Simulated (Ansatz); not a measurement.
# C4H5NS: the cost of one run

Program: Ansatz 0.2.0. Level of theory: DFT B3LYP+D3(BJ), Gaussian basis cc-pV(T+d)Z. These are calculated values, not measurements.

## 1. The structure to begin with

Bond lengths: C1–C2 1.488 Å, C2–N3 1.316 Å, N3–C4 1.381 Å, C4–C5 1.378 Å, C2–S6 1.721 Å, C5–S6 1.713 Å, C1–H7 1.095 Å, C1–H8 1.095 Å, C1–H9 1.095 Å, C4–H10 1.083 Å, C5–H11 1.080 Å. Angles (14 of 17 angles, heavy atoms first): C1–C2–N3 124.5°, C1–C2–S6 120.0°, N3–C2–S6 115.5°, C2–N3–C4 109.6°, N3–C4–C5 115.6°, C4–C5–S6 109.7°, C2–S6–C5 89.6°, C2–C1–H7 110.8°, C2–C1–H8 110.4°, C2–C1–H9 110.8°, N3–C4–H10 119.2°, C5–C4–H10 125.2°, C4–C5–H11 128.6°, S6–C5–H11 121.7°.

Coordinates:

```xyz
11

C    -1.9439   -0.0742   -0.0378
C    -0.4578   -0.0111   -0.0052
N     0.3384   -0.9158   -0.5347
C     1.6546   -0.5542   -0.3276
C     1.8473    0.6245    0.3588
S     0.3305    1.3112    0.7633
H    -2.3547   -0.1036    0.9764
H    -2.2769   -0.9756   -0.5623
H    -2.3590    0.7927   -0.5615
H     2.4440   -1.1940   -0.7027
H     2.7775    1.0999    0.6333
```

## 2. Relaxing the atoms: C4H5NS

input.yaml reads:

```yaml
relax:
  f_tol: 0.001
  max_steps: 200
crystal:
  periodic: [false, false, false]
  atoms:
    - { symbol: C, position_ang: [-1.94393, -0.07419, -0.0378] }
    - { symbol: C, position_ang: [-0.45781, -0.01105, -0.00516] }
    - { symbol: "N", position_ang: [0.33836, -0.91579, -0.53472] }
    - { symbol: C, position_ang: [1.65464, -0.55417, -0.32763] }
    - { symbol: C, position_ang: [1.84732, 0.62449, 0.35882] }
    - { symbol: S, position_ang: [0.33051, 1.31121, 0.76332] }
    - { symbol: H, position_ang: [-2.35473, -0.10359, 0.97636] }
    - { symbol: H, position_ang: [-2.27685, -0.97561, -0.56227] }
    - { symbol: H, position_ang: [-2.35903, 0.79275, -0.56149] }
    - { symbol: H, position_ang: [2.444, -1.19397, -0.70274] }
    - { symbol: H, position_ang: [2.77751, 1.09991, 0.63332] }
basis:
  gaussian: { orbitals: "cc-pV(T+d)Z.json" }
hamiltonian:
  xc: { name: B3LYP }
  dispersion: d3bj
accuracy: high
output:
  orbitals: {}
```

Launch:

```sh
ansatz run input.yaml --threads 4 --pin off --max-ram 16384MiB --backend cpu --events-out ev --progress --plain --runs-dir out
```

What time and memory should one allow on 4 threads of Intel Xeon, shared host?

About 3.4 min, with a peak of 2.4 GiB.
